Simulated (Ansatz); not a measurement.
## What a trial cell of ReCl relaxes into

All numbers below come from DFT PBE, scalar-relativistic, plane waves, PAW in Ansatz. Cutoff 420 eV, Γ-centred k mesh, Gaussian smearing, no spin polarisation in the final step.

The start puts ReCl on the litharge structure type (P4/nmm, No. 129), with Re in place of Pb, Cl in place of O, at a guessed volume.

```
CELL_PARAMETERS angstrom
4.04905 0.00000 0.00000
0.00000 4.04905 0.00000
0.00000 0.00000 5.11633
ATOMIC_POSITIONS crystal
Re 0.00000 0.50000 0.23510
Re 0.50000 0.00000 0.76490
Cl 0.00000 0.00000 0.00000
Cl 0.50000 0.50000 0.00000
```

Steps on the 4×4×4 mesh (4 atoms). 9 of 9 steps are shown, and the free energy counts from the last. Trial steps that were taken back and renewals of the plane-wave basis can be among the rows.

```csv
step,ΔF (meV/atom),V (Å³/atom),P (GPa),largest force component (eV/Å)
1,721.9,20.97,-4.69,1.255
2,565.4,19.50,-4.91,1.938
3,350.1,17.89,-4.08,1.779
4,158.8,16.58,-0.45,2.202
5,9.5,15.79,1.92,0.610
6,26.3,16.89,-6.99,0.754
7,-0.9,15.93,0.96,0.000
8,-1.2,16.06,-0.10,0.027
9,0.0,16.06,-0.13,0.028
```

A final relaxation ran on a 12×12×10 mesh. The relaxed crystal, P4/nmm (No. 129):

```
Re Cl
1.0
     3.79421    0.00000    0.00000
     0.00000    3.79421    0.00000
     0.00000    0.00000    4.46800
Re Cl
2 2
Direct
  0.00000 0.50000 0.37931
  0.50000 0.00000 0.62069
  0.00000 0.00000 0.00000
  0.50000 0.50000 0.00000
```

* Volume per atom: 16.08 Å³
* Density: 11.44 g/cm³
* Energy over the elements: 1.37 eV/atom
* Gap on the 12×12×10 mesh: 0 eV (a metal)

The zero of energy is the elements' standard structures at the same level (Cl₂ as a molecule); no fitted shifts are applied.

The final run used a 12×12×10 mesh on its 4-atom cell and 0.10 eV smearing. The k mesh leaves about 4 meV/atom of noise in metals. Spin–orbit coupling is left out.

Symmetry constrained the relaxation, so the result can be a saddle point.

Cost: 3 runs of about 2.2 core-minutes in all, on Arm Neoverse V1 (shared hosts).